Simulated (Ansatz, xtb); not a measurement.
**Ranking isomers of CH2B−**

4 gas-phase structures of CH2B−, found in a search over its isomers (lower ones may exist). Each was relaxed with GFN2-xTB:

A. `[BH2-]=[C]`, a singlet
B. the triplet with the links of `[BH2-]=[C]`
C. `[BH-]#C`, a singlet
D. a singlet given by its coordinates

D (Å):

```xyz
4

C    -0.0713   -0.1442   -0.5704
B    -0.5007    0.4546    0.6570
H     0.2543    0.4161   -1.4953
H    -0.0032   -1.2534   -0.7720
```

Close contacts (Å): C1–B2 1.43, C1–H3 1.13, C1–H4 1.13.

**Question.** Which do you expect lowest at r2SCAN-D4/def2-SVPD, and how would the others follow?

**Answer.** Calculated order at r2SCAN-D4/def2-SVPD: C (0.0), D (18.2), A (43.5), B (57.6) kcal/mol.

Energies above the lowest of each column, in kcal/mol; the last columns are at PBE0-D3(BJ)/def2-SVPD geometries and were run for some of them only (a dash: not run or not comparable):

| structure | GFN2-xTB | HF/STO-3G | r2SCAN-D4/def2-SVPD | PBE0-D3(BJ)/def2-SVPD | CCSD(T)/def2-TZVPPD |
| --- | --- | --- | --- | --- | --- |
| C | 0.0 | 0.0 | 0.0 | 0.0 | 0.0 |
| D | 52.4 | 41.4 | 18.2 | 16.1 | 17.8 |
| A | 44.6 | 29.1 | 43.5 | relaxes to C | – |
| B | – | 26.5 | 57.6 | – | – |

Every level run on C puts it lowest or level with the lowest. Frequencies (PBE0-D3(BJ)/def2-SVPD) were run for C, D alone. GFN2-xTB has no spin polarisation and isn't compared across spin states. Open shells are spin-unrestricted, some with notable spin contamination.

Programs: Ansatz 0.2.0, xtb 6.7.1.
